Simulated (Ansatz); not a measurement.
Predict the output of the script below (the Python package of Ansatz (0.2.0)).

`conformers_c4h7no.py`:
```python
"""Rank force-field conformers of C4H7NO by single points."""

import ansatz as az
from rdkit import Chem
from rdkit.Chem import AllChem

rd = Chem.AddHs(Chem.MolFromSmiles("C=CC(=N)OC"))
ids = list(AllChem.EmbedMultipleConfs(rd, numConfs=20, randomSeed=134, pruneRmsThresh=0.4))
field = [energy for _, energy in AllChem.MMFFOptimizeMoleculeConfs(rd)]
distinct = {round(e, 2): i for i, e in zip(ids, field)}
chosen = sorted(distinct.items())[:5]
found = []
for force_field, index in chosen:
    c4h7no = az.Crystal.molecule()
    for atom, xyz in zip(rd.GetAtoms(), rd.GetConformer(index).GetPositions()):
        c4h7no = c4h7no.atom(atom.GetSymbol(), xyz.round(5).tolist())
    calculation = (
        c4h7no.calculation()
        .basis(gaussian="cc-pVDZ")  # the orbital basis, by name
        .functional("B3LYP", dispersion="d4")
    )
    found.append(calculation.run().report["free_energy_ev"])
print("conformer   MMFF (kcal/mol)   this level (kcal/mol)")
for (force_field, index), e in zip(chosen, found):
    print(f"{index:9d} {force_field - chosen[0][0]:17.2f} {23.060548 * (e - min(found)):17.3f}")
```

Output of `python conformers_c4h7no.py`:
```text
conformer   MMFF (kcal/mol)   this level (kcal/mol)
        0              0.00             2.235
        1              0.32             0.000
```

Caveats:
- These settings explore the input space; basis and method may be short of convergence.
- The conformers keep their force-field geometries.
- b3lyp holds the VWN-RPA fit, as in Gaussian; the form of ORCA and Turbomole is b3lyp5.
- Finished in 7.7 s on 1 thread of Arm Neoverse V2, with other jobs on the host, peak memory 0.35 GiB.
